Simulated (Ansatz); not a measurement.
# ClFH4Si: the cost of one run

Computed with Ansatz 0.2.0. Level: RKS PBE0-D4/def2-SVP.

## Step 1: Reference run: ClFH4Si, relaxed

Contents of input.yaml:

```yaml
crystal:
  periodic: [false, false, false]
  atoms:
    - { symbol: Si, position_ang: [-0.314367, -0.336306, -0.188407] }
    - { symbol: F, position_ang: [1.170249, -0.273445, 1.150793] }
    - { symbol: H, position_ang: [0.2433, -0.635246, -1.540708] }
    - { symbol: H, position_ang: [-0.77151, -1.591633, 0.486593] }
    - { symbol: Cl, position_ang: [-2.044839, 0.815877, -0.213406] }
    - { symbol: H, position_ang: [1.079419, 0.740963, 0.497786] }
    - { symbol: H, position_ang: [0.637847, 1.279991, -0.192652] }
basis:
  gaussian: { orbitals: def2-SVP }
hamiltonian:
  xc: pbe0
  dispersion: d4
output:
  forces: true
relax:
  f_tol: 0.02
  max_steps: 120
  constraints:
    - { distance: [0, 6] }
    - { distance: [1, 5] }
    - { distance: [0, 1] }
    - { distance: [5, 6] }
  escape_saddle: false
```

The run is started by

```
> ansatz run input.yaml --threads 1 --pin off --max-ram 2560MiB --backend cpu --events-out ev --progress --plain --runs-dir out
```

Q: Estimate wall time and peak memory on 1 thread of Arm Neoverse V2, shared host.

About 7.1 s, with a peak of 0.14 GiB.
